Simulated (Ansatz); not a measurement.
# CH4Cl (doublet): wave-function methods side by side at distance Cl1–H2 along a hydrogen transfer = 1.419 Å, cc-pVDZ

How much of the correlation energy of CH4Cl (doublet) does each wave-function method recover here?

Program: Ansatz 0.2.0, Gaussian basis. Level of theory: cc-pVDZ, core rule «outside noble gas», up to 6 orbitals frozen. These are calculated values, not measurements.

The runs, in order: UHF; CCSD(T) on ROHF; CCSD(T) on UHF; BCCD(T) on ROHF; CISD; CCSDT(Q) on ROHF; CCSDT(Q) on UHF; CASSCF and MRCISD+Q, 3 electrons in 3 orbitals; CASSCF and NEVPT2, 3 electrons in 3 orbitals; CASSCF and MRCISD+Q, 15 electrons in 12 orbitals; CASSCF and NEVPT2, 15 electrons in 12 orbitals.

## Step 1: What is computed

The geometry derives from fragments relaxed apart (PBE0/def2-TZVP) and kept rigid, so it is no stationary point. A hydrogen atom is moved between rigid fragments.

6 atoms, charge 0, spin multiplicity 2.

Atoms are counted from 1 here; the program's logs count them from 0.

Bond lengths: Cl1–H2 1.419 Å, H2–C3 1.276 Å, C3–H4 1.080 Å, C3–H5 1.080 Å, C3–H6 1.080 Å. Angles: Cl1–H2–C3 180.0°, H2–C3–H4 90.0°, H2–C3–H5 90.0°, H2–C3–H6 90.0°, H4–C3–H5 120.0°, H4–C3–H6 120.0°, H5–C3–H6 120.0°.

## Step 2: UHF

The input, in.yaml:

```yaml
crystal:
  periodic: [false, false, false]
  atoms:
    - {symbol: Cl, position_ang: [-0.814602, 0.000000, 0.000000]}
    - {symbol: H, position_ang: [0.604398, 0.000000, 0.000000]}
    - {symbol: C, position_ang: [1.880398, 0.000000, 0.000000]}
    - {symbol: H, position_ang: [1.880398, -1.080023, 0.000000]}
    - {symbol: H, position_ang: [1.880398, 0.540011, 0.935327]}
    - {symbol: H, position_ang: [1.880398, 0.540012, -0.935327]}
basis:
  gaussian: {orbitals: cc-pVDZ}
magnetization: {spin_polarized: true, initial_magnetization: 1}
hamiltonian: {xc: hf}
output: {orbitals: {seedname: orbitals}}
```

Command:

```console
$ ansatz run in.yaml --threads 1 --pin off --events-out ev --progress --plain --max-ram 2560MiB --backend cpu
```

After this run come: CCSD(T) on ROHF; CCSD(T) on UHF; BCCD(T) on ROHF; CISD; CCSDT(Q) on ROHF; CCSDT(Q) on UHF; CASSCF and MRCISD+Q, 3 electrons in 3 orbitals; CASSCF and NEVPT2, 3 electrons in 3 orbitals; CASSCF and MRCISD+Q, 15 electrons in 12 orbitals; CASSCF and NEVPT2, 15 electrons in 12 orbitals.

Q: Predict the results of all the runs planned. Wanted: UCCSDT(Q) below the RHF energy; RMP2 from UCCSDT(Q); UMP2 from UCCSDT(Q); RCCSD from UCCSDT(Q); RCCSD(T) from UCCSDT(Q); UCCSD(T) from UCCSDT(Q); RCCSDT(Q) from UCCSDT(Q); NEVPT2 pair from UCCSDT(Q); MRCISD+Q pair from UCCSDT(Q).

As calculated:

```
                         quantity                                                                     value
   UCCSDT(Q) below the RHF energy                                                                -9.3607 eV
              RMP2 from UCCSDT(Q)                                                               +1172.3 meV
              UMP2 from UCCSDT(Q)                                                               +1225.8 meV
             RCCSD from UCCSDT(Q)                                                                +233.8 meV
          RCCSD(T) from UCCSDT(Q)                                                                 +33.8 meV
          UCCSD(T) from UCCSDT(Q)                                                                 +34.6 meV
         RCCSDT(Q) from UCCSDT(Q)                                                                  +0.5 meV
       NEVPT2 pair from UCCSDT(Q)                                                               +1136.8 meV
     MRCISD+Q pair from UCCSDT(Q)                                                                 +98.9 meV
    NEVPT2 valence from UCCSDT(Q)                                                               +1511.1 meV
levels within 1 kcal/mol (43 meV)  RCCSD(T), UCCSD(T), BCCD(T), RCCSDT, UCCSDT, RCCSDT(Q), MRCISD+Q valence
                    T1 diagnostic                                                                     0.020
   effectively unpaired electrons                                                                      1.02
```

What this shows: RCCSD(T) misses by +33.8 meV, 0.4 % of the correlation energy. One determinant dominates. Of the multireference levels listed MRCISD+Q valence comes nearest in total energy (+40.5 meV), which doesn't show that its space is the better one. These misses are within one basis, not against nature; the frozen cores of restricted and unrestricted runs differ, which can shift their rows.
